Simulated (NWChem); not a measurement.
System: SiH2, singlet; SMILES [SiH2]

Input file for NWChem:

```
start job
memory heap 200 mb stack 900 mb global 1100 mb
geometry units angstroms noautosym nocenter noautoz
  Si     0.000000     0.000000     0.182522
  H      1.096144     0.000000    -0.890609
  H     -1.096144     0.000000    -0.890609
end
basis spherical
  * library def2-svp
end
dft
  xc pbe0
  iterations 150
end
cosmo
  do_cosmo_smd true
  solvent hexane
end
task dft energy
```

NWChem printed, in part:

```
             Northwest Computational Chemistry Package (NWChem) 7.3.0
             --------------------------------------------------------

                             Geometry "geometry" -> ""
                             -------------------------

 Output coordinates in angstroms (scale by  1.889725989 to convert to a.u.)

  No.       Tag          Charge          X              Y              Z
 ---- ---------------- ---------- -------------- -------------- --------------
    1 Si                  14.0000     0.00000000     0.00000000     0.18252200
    2 H                    1.0000     1.09614400     0.00000000    -0.89060900
    3 H                    1.0000    -1.09614400     0.00000000    -0.89060900

 Effective nuclear repulsion energy (a.u.)       9.9004475229

                                 NWChem DFT Module
                                 -----------------

 Summary of "ao basis" -> "ao basis" (spherical)
 ------------------------------------------------------------------------------
       Tag                 Description            Shells   Functions and Types
 ---------------- ------------------------------  ------  ---------------------
 Si                         def2-svp                 8       18   4s3p1d
 H                          def2-svp                 3        5   2s1p

 in cosmo_initialize ...
 calling solv_data for solv:hexane

 solvent parameters
 solvname_short: hexane
 solvname_long:  n-hexane
 dielec:        1.8819
 dielecinf:     1.8903
 nonaqueous SMD model solvent descriptors
 dielec:        1.8819
 sola:          0.0000
 solb:          0.0000
 solc:          0.0000
 solg:         25.7500
 solh:          0.0000
 soln:          1.3749

          ---------------
          -cosmo- solvent
          ---------------
 Cosmo: York-Karplus, doi: 10.1021/jp992097l
 dielectric constant -eps-     =   1.88
 screen = (eps-1)/(eps    )    =   0.46862
 surface charge correction     = lagrangian

   van der Waals surface
 --------------------------

 ---------- ATOMIC COORDINATES (A.U.) ------------ VDWR(ANG.) --
     1    0.00000000    0.00000000    0.34491657     2.470
     2    2.07141180    0.00000000   -1.68300697     1.200
     3   -2.07141180    0.00000000   -1.68300697     1.200
 number of segments per atom =        128
 number of   points per atom =        128
 atom (   nspa,  nppa )
 ----------------------
    1 (    116,     0 )       0
    2 (     40,     0 )       0
    3 (     40,     0 )       0
 number of -cosmo- surface points =      196
 molecular surface =     76.213 angstrom**2
 molecular volume  =     65.291 angstrom**3
 -lineq- algorithm             =   0
 -bem- low  level              =   3
 -bem- from -octahedral-
 gaussian surface charge width =   4.50000
 degree of switching           =   1.00000
 switching function tolerance  =   0.00010
 atomic radii =
 --------------
    1 14.000  2.470
    2  1.000  1.200
    3  1.000  1.200
 ...... end of -cosmo- initialization ......

 nat:                     3
 ixmem:                   608
 calling mnsol_interface()
 G(SMD-CDS) energy (kcal/mol)  =    -0.766
 SMD-CDS SASA (angstrom**2)    =    85.290

            General Information
            -------------------
          SCF calculation type: DFT
          Wavefunction type:  closed shell.
          No. of atoms     :     3
          No. of electrons :    16
           Alpha electrons :     8
            Beta electrons :     8
          Charge           :     0
          Spin multiplicity:     1
          Use of symmetry is: off; symmetry adaption is: off
          Maximum number of iterations: 150
          AO basis - number of functions:    28
                     number of shells:    14
          Convergence on energy requested:  1.00D-06
          Convergence on density requested:  1.00D-05
          Convergence on gradient requested:  5.00D-04

              XC Information
              --------------
                         PBE0 Method XC Functional
                     Hartree-Fock (Exact) Exchange  0.250
          PerdewBurkeErnzerhof Exchange Functional  0.750
            Perdew 1991 LDA Correlation Functional  1.000 local
           PerdewBurkeErnz. Correlation Functional  1.000 non-local

[...]

                                COSMO-SMD solvation results
                                ---------------------------

             internal energy in gas <Psi(g)|H|Psi(g)> =      -290.385243406269
         internal energy in solvent <Psi(s)|H|Psi(s)> =      -290.385217403986
                               delta internal energy  =         0.000026002284 (    0.02 kcal/mol)
   total free energy in solvent <Psi(s)|H+V/2|Psi(s)> =      -290.386589970561
 polarization energy contribution <Psi(s)|V/2|Psi(s)> =        -0.001372566576 (   -0.86 kcal/mol)
    total free energy in solvent including G(SMD-CDS) =      -290.387810948836
                       G(SMD-CDS) energy contribution =        -0.001220978275 (   -0.77 kcal/mol)
     1 M fixed-concentration free energy of solvation =        -0.002567542567 (   -1.61 kcal/mol)

                       DFT Final Molecular Orbital Analysis
                       ------------------------------------

 Vector    6  Occ=2.000000D+00  E=-5.206296D-01
              MO Center=  3.1D-10, -3.5D-10, -3.4D-01, r^2= 1.6D+00
   Bfn.  Coefficient  Atom+Function         Bfn.  Coefficient  Atom+Function
  ----- ------------  ---------------      ----- ------------  ---------------
     3      0.626315  1 Si s                  2      0.384314  1 Si s
    19      0.212269  2 H  s                 24      0.212269  3 H  s
     4      0.175346  1 Si s                 10     -0.099736  1 Si pz
    20      0.067433  2 H  s                 25      0.067433  3 H  s
     1      0.061625  1 Si s                  7      0.058484  1 Si pz

 Vector    7  Occ=2.000000D+00  E=-3.379798D-01
              MO Center= -4.2D-10,  2.5D-11, -5.3D-01, r^2= 2.1D+00
   Bfn.  Coefficient  Atom+Function         Bfn.  Coefficient  Atom+Function
  ----- ------------  ---------------      ----- ------------  ---------------
    19      0.317119  2 H  s                 24     -0.317119  3 H  s
     8      0.304504  1 Si px                11      0.227685  1 Si px
    20      0.205871  2 H  s                 25     -0.205871  3 H  s
     5     -0.166669  1 Si px                17      0.083005  1 Si d  1

 Vector    8  Occ=2.000000D+00  E=-2.527923D-01
              MO Center=  1.8D-10, -2.9D-10,  3.9D-01, r^2= 2.3D+00
   Bfn.  Coefficient  Atom+Function         Bfn.  Coefficient  Atom+Function
  ----- ------------  ---------------      ----- ------------  ---------------
     3      0.392175  1 Si s                  4      0.380360  1 Si s
    13      0.368248  1 Si pz                10      0.330824  1 Si pz
     2      0.230106  1 Si s                 19     -0.190302  2 H  s
    24     -0.190302  3 H  s                  7     -0.179604  1 Si pz
    20     -0.172723  2 H  s                 25     -0.172723  3 H  s

 Vector    9  Occ=0.000000D+00  E=-1.112042D-01
              MO Center=  6.6D-11, -8.2D-10,  1.6D-01, r^2= 2.5D+00
   Bfn.  Coefficient  Atom+Function         Bfn.  Coefficient  Atom+Function
  ----- ------------  ---------------      ----- ------------  ---------------
    12      0.709173  1 Si py                 9      0.405472  1 Si py
     6     -0.220134  1 Si py

 Vector   10  Occ=0.000000D+00  E= 4.003143D-02
              MO Center=  3.2D-10,  2.3D-11,  1.7D-01, r^2= 3.5D+00
   Bfn.  Coefficient  Atom+Function         Bfn.  Coefficient  Atom+Function
  ----- ------------  ---------------      ----- ------------  ---------------
    11      1.224070  1 Si px                20     -0.879113  2 H  s
    25      0.879113  3 H  s                  8      0.247677  1 Si px
    19     -0.195134  2 H  s                 24      0.195134  3 H  s
     5     -0.141936  1 Si px                17     -0.136313  1 Si d  1

 Vector   11  Occ=0.000000D+00  E= 9.065911D-02
              MO Center= -4.3D-10,  4.4D-10, -3.3D-01, r^2= 3.9D+00
   Bfn.  Coefficient  Atom+Function         Bfn.  Coefficient  Atom+Function
  ----- ------------  ---------------      ----- ------------  ---------------
    13      1.311286  1 Si pz                20      1.299338  2 H  s
    25      1.299338  3 H  s                  4     -1.069940  1 Si s
     3     -0.732166  1 Si s                  2     -0.272424  1 Si s
    10      0.213642  1 Si pz                19      0.128804  2 H  s
    24      0.128804  3 H  s                  7     -0.114662  1 Si pz

     Multipole analysis of the density
     ---------------------------------

     L   x y z        total         alpha         beta         nuclear
     -   - - -        -----         -----         ----         -------
     0   0 0 0     -0.000000     -8.000000     -8.000000     16.000000

     1   1 0 0     -0.000000     -0.000000     -0.000000      0.000000
     1   0 1 0      0.000000      0.000000      0.000000      0.000000
     1   0 0 1     -0.157351     -0.810084     -0.810084      1.462818

     2   2 0 0    -12.087096    -10.334295    -10.334295      8.581494
     2   1 1 0      0.000000      0.000000      0.000000      0.000000
     2   1 0 1     -0.000000     -0.000000     -0.000000      0.000000
     2   0 2 0     -9.039044     -4.519522     -4.519522      0.000000
     2   0 1 1      0.000000      0.000000      0.000000      0.000000
     2   0 0 2    -13.542208    -10.436389    -10.436389      7.330569
```

Level: PBE0/def2-SVP, SMD on the gas-phase geometry. Low-valent species are run as closed-shell singlets; no triplet was tried in these runs. Structure relaxed at the PBE0/def2-SVP level. Solvent: n-hexane.
